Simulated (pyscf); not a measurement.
PySCF, gas phase, ωB97X-D3(BJ)/def2-SVP geometries.

Q: For CH₄ + [H₃C–S–Zn]• → [H₃C–Zn]• + H₃C–SH, a four-centre exchange (doublet surface; C–H, S–Zn broken, C–Zn, H–S formed), PBE/def2-TZVP gives ΔE‡ = 39.3 kcal/mol and ΔE = +27.0 kcal/mol (zero: the separated reactants). In which direction and how far do B3LYP-D3(BJ)/def2-TZVP, M06-2X/def2-TZVP, ωB97M-D3(BJ)/def2-TZVP move these?

A: B3LYP-D3(BJ): ΔE‡ = 44.9 kcal/mol, ΔE = +28.0 kcal/mol; M06-2X: ΔE‡ = 42.9 kcal/mol, ΔE = +28.7 kcal/mol; ωB97M-D3(BJ): ΔE‡ = 44.6 kcal/mol, ΔE = +26.5 kcal/mol. PBE's barrier lies under all of them, by 3.5 to 5.5 kcal/mol. Its reaction energy lies among theirs. On the product side the descent ends in a complex, 5.8 kcal/mol under the separated species and 21.2 kcal/mol under the saddle at ωB97X-D3(BJ)/def2-TZVP. This is the saddle that the search found; another between the same sides may lie lower. Elements up to Kr have no core potential and no relativistic terms here.
